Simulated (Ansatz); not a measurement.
**Anisole (C₇H₈O): ionisation energy by level of theory**

The task here is to estimate one member of a computed series from the others.

The runs use Ansatz 0.2.0, Gaussian basis; unrestricted cation, the program's frozen cores in correlated methods.

Levels to be run: UKS PBE-D4/def2-TZVPP; UKS r2SCAN-D4/def2-TZVPP; UKS PBE0-D4/def2-TZVPP; UKS B3LYP-D4/def2-TZVPP; UKS wB97X-V/def2-TZVPP; UKS wB97M-V/def2-TZVPP; UKS B2PLYP/def2-TZVPP; UHF-CCSD(T)/def2-TZVPP; UHF-MP2/def2-QZVPP; extrapolation to the limit; then −ε(HOMO) from the neutral's earlier runs with LDA (SPW92), PBE-D4, revPBE-D4, BLYP-D4, r2SCAN-D4, B97M-V, PBE0-D4, B3LYP-D4, r2SCANh-D4, r2SCAN0-D4, HSE06-D4, BHLYP-D4, CAM-B3LYP-D4, LC-ωPBE, ωB97X-V, ωB97M-V.

### The geometry

An earlier PBE0-D4 in a triple-zeta def2 set relaxation fixed the geometry.

SMILES `COc1ccccc1`, 16 atoms, charge 0, spin multiplicity 1.

Atoms are counted from 1 here; the program's logs count them from 0.

Bond lengths: C1–O2 1.405 Å, C1–H9 1.089 Å, C1–H10 1.096 Å, C1–H11 1.096 Å, O2–C3 1.353 Å, C3–C4 1.391 Å, C3–C8 1.394 Å, C4–C5 1.390 Å, C4–H12 1.082 Å, C5–C6 1.383 Å, C5–H13 1.084 Å, C6–C7 1.391 Å, C6–H14 1.083 Å, C7–C8 1.381 Å, C7–H15 1.084 Å, C8–H16 1.083 Å. Angles: O2–C1–H9 106.3°, O2–C1–H10 111.6°, O2–C1–H11 111.6°, H9–C1–H10 109.1°, H9–C1–H11 109.2°, H10–C1–H11 109.1°, C1–O2–C3 117.8°, O2–C3–C4 124.3°, O2–C3–C8 115.9°, C4–C3–C8 119.8°, C3–C4–C5 119.5°, C3–C4–H12 121.0°, C5–C4–H12 119.6°, C4–C5–C6 121.0°, C4–C5–H13 119.0°, C6–C5–H13 120.0°, C5–C6–C7 119.1°, C5–C6–H14 120.4° and more.

Set-up of the first run:

in.yaml reads:

```yaml
crystal:
  periodic: [false, false, false]
  atoms:
    - {symbol: C, position_ang: [2.042113, -1.703162, -0.242863]}
    - {symbol: O, position_ang: [0.846736, -1.584624, 0.486726]}
    - {symbol: C, position_ang: [0.081875, -0.489170, 0.272266]}
    - {symbol: C, position_ang: [0.401529, 0.526755, -0.622063]}
    - {symbol: C, position_ang: [-0.458866, 1.609215, -0.763123]}
    - {symbol: C, position_ang: [-1.627460, 1.690799, -0.027714]}
    - {symbol: C, position_ang: [-1.938506, 0.670114, 0.863887]}
    - {symbol: C, position_ang: [-1.094529, -0.412051, 1.015928]}
    - {symbol: H, position_ang: [2.500270, -2.639118, 0.072548]}
    - {symbol: H, position_ang: [2.728594, -0.876664, -0.028100]}
    - {symbol: H, position_ang: [1.853415, -1.740868, -1.321500]}
    - {symbol: H, position_ang: [1.309320, 0.486757, -1.208924]}
    - {symbol: H, position_ang: [-0.202088, 2.396937, -1.462599]}
    - {symbol: H, position_ang: [-2.291431, 2.538559, -0.144807]}
    - {symbol: H, position_ang: [-2.850656, 0.718591, 1.447963]}
    - {symbol: H, position_ang: [-1.323317, -1.214872, 1.706574]}
basis:
  gaussian: {orbitals: def2-TZVPP}
total_charge: 1
magnetization: {spin_polarized: true, initial_magnetization: 1}
hamiltonian: {xc: pbe, dispersion: d4}
```

Command:

```sh
ansatz run in.yaml --threads 2 --pin off --events-out ev --progress --plain --max-ram 32768MiB --backend cuda --devices 0, --max-vram 18GiB
```

Steps of the session up to this table: Cation, UKS PBE-D4/def2-TZVPP; Cation, UKS r2SCAN-D4/def2-TZVPP; Cation, UKS PBE0-D4/def2-TZVPP; Cation, UKS B3LYP-D4/def2-TZVPP; Cation, UKS wB97X-V/def2-TZVPP; Cation, UKS wB97M-V/def2-TZVPP; Cation, UKS B2PLYP (frozen core)/def2-TZVPP; Cation, UHF-CCSD(T)/def2-TZVPP; Cation, UHF-MP2/def2-QZVPP.

One of the session's tables, all rows but one given; the rest of the session is left out.

It belongs to the step «Ionisation energies side by side». For comparison, −ε(HOMO) of the neutral from earlier runs:

```
  functional  −ε(HOMO) (eV)
 LDA (SPW92)           5.57
      PBE-D4           5.37
   revPBE-D4           5.29
     BLYP-D4           5.20
   r2SCAN-D4           5.54
      B97M-V           5.55
     PBE0-D4           6.41
    B3LYP-D4           6.20
  r2SCANh-D4           5.94
  r2SCAN0-D4           6.54
    HSE06-D4           6.02
    BHLYP-D4           7.28
CAM-B3LYP-D4              ?
     LC-ωPBE           8.85
     ωB97X-V           8.53
     ωB97M-V           8.48
```

Q: Estimate the row for CAM-B3LYP-D4 from the others.

As computed: −ε(HOMO) (eV): 7.61. In the column «−ε(HOMO) (eV)» it lies between BHLYP-D4 (7.28) and ωB97M-V (8.48).
